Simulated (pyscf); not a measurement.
Thermochemistry of product channels of HO–PH–OH + PH₃ on the singlet surface, in kJ/mol, from ωB97M-D3(BJ)/def2-TZVP energies (ideal gas, 1 atm, RRHO with modes under 100 cm⁻¹ raised to 100, one conformer, R ln 2 for chiral ones without a mode under 150 cm⁻¹). Structures and frequencies: ωB97X-D3(BJ)/def2-SVP in PySCF.

```tsv
products	ΔE	ΔH(298 K)	ΔG(600 K)	ΔG(1200 K)
HO–P(OH)–PH₂ + H₂	?	-3.1	+9.9	+12.6
HO–PH–O–PH₂ + H₂	?	+24.8	+39.9	+47.3
```

Question: Fill in the missing entries.

Answer: 
- HO–P(OH)–PH₂ + H₂, ΔE: +6.4
- HO–PH–O–PH₂ + H₂, ΔE: +36.4

These are energies of the channels, which say nothing of barriers.
